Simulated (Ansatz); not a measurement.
Ansatz (an electronic-structure program) input:

Ansatz 0.2 input:
```yaml
crystal:
  periodic: [false, false, false]
  atoms:
    - {symbol: Si, position_ang: [0.00024619, -0.01101351, 1.17211551]}
    - {symbol: Si, position_ang: [-0.00024619, 0.01101351, -1.17211551]}
    - {symbol: H, position_ang: [-0.00038068, 1.37523852, 1.69966304]}
    - {symbol: H, position_ang: [-1.20404743, -0.71202958, 1.68030332]}
    - {symbol: H, position_ang: [1.20549084, -0.71075196, 1.67980924]}
    - {symbol: H, position_ang: [0.00038068, -1.37523852, -1.69966304]}
    - {symbol: H, position_ang: [-1.20549084, 0.71075196, -1.67980924]}
    - {symbol: H, position_ang: [1.20404743, 0.71202958, -1.68030332]}
basis:
  gaussian:
    orbitals: def2-TZVP
hamiltonian:
  xc: b3lyp
  dispersion: d3bj
phonons: {temperatures: {t_min: 298.15, t_max: 298.15, t_step: 100}}
```

### Question
Which total energy does the run end on?

### Answer
-582.65188 Eh (B3LYP-D3(BJ)/def2-TZVP). The basis has 110 functions. The run takes around 25 core-seconds (rough).
